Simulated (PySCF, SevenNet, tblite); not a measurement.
# Cohesive energy of zinc-blende BP: levels of theory against measurement

Reference value: 5.14 eV/atom (measured, static lattice: zero-point vibration energy added, our sources range from 5.14 to 5.20; as tabulated in Mejia-Rodriguez and Trickey (2018), arXiv:1807.09216).

Question: What do GFN2-xTB, IPEA1-xTB, SevenNet-0, SevenNet-l3i5, Hartree–Fock, MP2 give, and how far is each from the reference?

Answer: 
| level (code) | value (eV/atom) | cell (Å³/atom) | error (eV/atom) |
|---|---|---|---|
| GFN2-xTB (tblite) | 6.18 | 11.90 | +1.04 |
| IPEA1-xTB (tblite) | 9.30 | 11.58 | +4.16 |
| SevenNet-0 | 5.26 | 11.64 | +0.12 |
| SevenNet-l3i5 | 5.00 | 11.74 | -0.14 |
| Hartree–Fock (PySCF) | 3.48 ± 0.1 | 12.04 | -1.66 |
| MP2 (PySCF) | 5.75 ± 0.1 | 11.38 | +0.61 |

Leaving aside GFN2-xTB (doubt noted below), IPEA1-xTB (doubt noted below), SevenNet-0 (doubt noted below), SevenNet-l3i5 (doubt noted below): Of the ranked levels MP2 (+0.61 eV/atom) comes nearest. Among them Hartree–Fock (-1.66 eV/atom) misses by most. No ranked level lands within 0.5 eV/atom.

A ± on a computed value is a rough bar: the spread of its extrapolation, a floor set from checks against published values, or a statistical error. GFN2-xTB, IPEA1-xTB: the free atoms are run in the same model without spin. GFN2-xTB: the method was fitted mainly to molecules. GFN2-xTB, IPEA1-xTB: the run uses a supercell at the zone centre in place of a k mesh. IPEA1-xTB: this parameter set was refitted to ionisation energies, not structures. SevenNet-0, SevenNet-l3i5: free atoms can lie outside what these potentials were trained on. Each level is taken at its own relaxed cell.

Machine-learned potentials (SevenNet-0, SevenNet-l3i5) are trained on DFT data: a solid inside that data is no test of them.

Differences are worked out from the printed values.
